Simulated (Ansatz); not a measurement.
Cartesian coordinates (Å):
SMILES: S
```xyz
3

S     -0.0052     0.6241     0.0000
H     -0.9688    -0.3202     0.0000
H      0.9741    -0.3040     0.0000
```
Charge 0, spin multiplicity 1.

The numbers are results of Ansatz (a program for electronic structure) with frozen-core CCSD(T)/def2-TZVPP // PBE0-D4/def2-SVP, not measurements.

The HF energy is -398.70734 Ha and the MP2 correlation energy comes out as -0.19123 Ha.

Question: Estimate the CCSD correlation energy, the (T) correction, the total energy and the T1 diagnostic.

Answer: 
The CCSD correlation energy is -0.21561 Ha and the (T) correction comes out as -0.00804 Ha. The CCSD(T) total energy comes out as -398.93099 Ha. The T1 diagnostic is 0.009.
